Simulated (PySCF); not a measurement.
Telling isomers of C5H4O apart by NMR

Single conformer, non-relativistic, isolated molecule, one averaged value for each set of equivalent atoms. J couplings at B3LYP/pcJ-1 (spin–dipole term left out of most H,H and C,H couplings); geometry: PBE0-D3(BJ)/def2-SVP; shieldings: GIAO PBE0/pcSseg-1; PySCF.

Shifts are taken against calculated references (same method and geometry level): 1H (31.27 ppm) and 13C (184.41 ppm) against TMS. Multiplet labels drop J under 1 Hz and among equivalent protons, and merge close values. Unscaled 3J(H,H) run several per cent high. Shifts are as computed. Against solution values, carbons near 30 ppm lie about +2 ppm off and those near 130 ppm about +5 ppm. Of 1211 compounds with measured shifts, 218 miss one by over three times the rms of a fit or turn the order of signals round; such compounds aren't used in these exercises.

(1) Tabulate the signals of `CC#CC=C=O`, `O=C1C=CC=C1`, `C#C/C=C\C=O` and their relative energies.

(2) What is the quickest way to tell O=C1C=CC=C1 from C#C/C=C\C=O?

(3) What is the quickest way to tell CC#CC=C=O from O=C1C=CC=C1?

(4) What is the quickest way to tell CC#CC=C=O from C#C/C=C\C=O?

Results:

(1) 
| SMILES | carbon types | δC | δH | E rel. (kcal/mol) |
| --- | --- | --- | --- | --- |
| CC#CC=C=O | 3×C 1×CH 1×CH3 | 211.3, 100.9, 64.0, 12.6, 6.1 | 3.62 (q, 1H), 2.07 (d, 3H) | 26.0 |
| O=C1C=CC=C1 | 1×C 4×CH | 208.2, 155.6, 124.8 | 7.12 (d, 2H), 5.42 (d, 2H) | 0.0 |
| C#C/C=C\C=O | 1×C 4×CH | 193.2, 150.2, 134.4, 101.7, 80.9 | 10.24 (d, 1H), 6.63 (dd, 1H), 6.35 (ddd, 1H), 3.86 (dd, 1H) | 32.5 |

Energies are electronic energies at PBE0/pcSseg-1 on these geometries, without zero-point or thermal terms, each for the one conformer computed, which needn't be the lowest.

(2) Count the carbon signals: 3 against 5. The first has a ketone carbonyl carbon (C) at 208.2 ppm, the second an alkyne carbon (C) at 80.9 ppm. Their most deshielded carbons lie at 208.2 and 193.2 ppm. In the proton spectra the most deshielded non-exchanging signals are 7.12 (d, J = 7.4 Hz, 2H) and 10.24 (d, J = 9.0 Hz, 1H).

(3) Count the carbon signals: 5 against 3. The first has an alkyne carbon (C) at 100.9 ppm, the second a β carbon of a C=C–C=O unit (CH) at 155.6 ppm. Their most deshielded carbons lie at 211.3 and 208.2 ppm. In the proton spectra the most deshielded non-exchanging signals are 3.62 (q, J = 4.0 Hz, 1H) and 7.12 (d, J = 7.4 Hz, 2H).

(4) Both give the same number of carbon signals, but DEPT or the intensities differ. The first has a central carbon of a ketene (C) at 211.3 ppm, the second an aldehyde carbonyl carbon (CH) at 193.2 ppm. In the proton spectra the most deshielded non-exchanging signals are 3.62 (q, J = 4.0 Hz, 1H) and 10.24 (d, J = 9.0 Hz, 1H).
